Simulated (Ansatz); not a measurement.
## SiN⁺, quintet in 6-31G: errors against full CI

Geometry: that of the SiN⁺, triplet, kept fixed. The triplet lies 2.4 eV lower here.

```xyz
2

Si    0.0000    0.0000    0.0000
N     0.0000    0.0000    1.7854
```

Basis 6-31G; Ansatz 0.2.0. Only valence electrons are correlated (noble-gas cores frozen), which leaves 8 electrons in 16 orbitals. R marks a restricted (for open shells ROHF) determinant, U an unrestricted one. Active spaces: valence = (8e, 8o) chosen from the atoms' valence shells.

Full CI is exact within this basis and frozen core; it isn't the basis-set limit. The frozen core follows each run's orbitals, which can shift R against U totals by a few meV.

For open shells CISD and CISDTQ are restricted-active-space CI with the open shells as a complete middle space.

```
UHF ⟨S²⟩                          : 6.025
T1 diagnostic (RCCSD)             : 0.0566
largest doubles amplitude (RCCSD) : 0.092
T1 diagnostic (UCCSD)             : 0.0338
```

```json
{"level": "UHF", "E − E(RHF) (eV)": "-0.1929"}
{"level": "RMP2", "E − E(RHF) (eV)": "-1.6552"}
{"level": "UMP2", "E − E(RHF) (eV)": "-1.7324"}
{"level": "RCCSD", "E − E(RHF) (eV)": "-2.3971"}
{"level": "UCCSD", "E − E(RHF) (eV)": "-2.4018"}
{"level": "RCCSD(T)", "E − E(RHF) (eV)": "-2.4392"}
{"level": "UCCSD(T)", "E − E(RHF) (eV)": "-2.4414"}
```

Q: Estimate how far full CI in 6-31G lies from RCCSD(T). The table doesn't fix it; the size of (T) and the diagnostics are the guide.

A: Full CI in 6-31G lies 0.67 mEh below RCCSD(T), which is 43 % of the (T) step (-1.55 mEh). T1 is raised, and the rest is a large part of (T).

The other levels:

```json
{"level": "CISD", "E − E(full CI) (mEh)": "4.84", "share of correlation (%)": "94.64", "wall time": "0.6 s"}
{"level": "BCCD(T)", "E − E(full CI) (mEh)": "0.77", "share of correlation (%)": "99.14", "wall time": "0.63 s"}
{"level": "RCCSDT", "E − E(full CI) (mEh)": "0.13", "share of correlation (%)": "99.86", "wall time": "–"}
{"level": "UCCSDT", "E − E(full CI) (mEh)": "0.06", "share of correlation (%)": "99.93", "wall time": "–"}
{"level": "CISDTQ", "E − E(full CI) (mEh)": "0.05", "share of correlation (%)": "99.95", "wall time": "3.1 s"}
{"level": "RCCSDT(Q)", "E − E(full CI) (mEh)": "0.01", "share of correlation (%)": "99.99", "wall time": "2 s"}
{"level": "UCCSDT(Q)", "E − E(full CI) (mEh)": "-0.05", "share of correlation (%)": "100.06", "wall time": "1.7 s"}
{"level": "RCCSDTQ", "E − E(full CI) (mEh)": "0.00", "share of correlation (%)": "100.00", "wall time": "11 s"}
{"level": "UCCSDTQ", "E − E(full CI) (mEh)": "-0.07", "share of correlation (%)": "100.07", "wall time": "12 s"}
{"level": "CASSCF (valence space)", "E − E(full CI) (mEh)": "44.89", "share of correlation (%)": "50.29", "wall time": "–"}
{"level": "NEVPT2 (valence space)", "E − E(full CI) (mEh)": "11.36", "share of correlation (%)": "87.42", "wall time": "0.54 s"}
{"level": "MRCISD (valence space)", "E − E(full CI) (mEh)": "1.40", "share of correlation (%)": "98.45", "wall time": "–"}
{"level": "MRCISD+Q (valence space)", "E − E(full CI) (mEh)": "0.43", "share of correlation (%)": "99.53", "wall time": "1.1 s"}
```

The correlation energy at full CI, counted from RHF, is -2.457 eV. That run took 3.3 s on 1 thread of Arm Neoverse V2, shared host over 240,128 determinants.

Times hold each run's SCF and search for its determinant on a shared host, so for small cases they say little of a method's own cost; they ran on 1 thread of Arm Neoverse V2.

The full-CI state has the irrep B2 of C2v, in the program's axes (one component, if the state is degenerate).

Natural occupations of full CI about the gap: 1.980 1.923 1.003 0.999 0.994 0.987 0.044 0.038 0.010 0.007; effectively unpaired electrons, Σ n²(2−n)², 4.04.
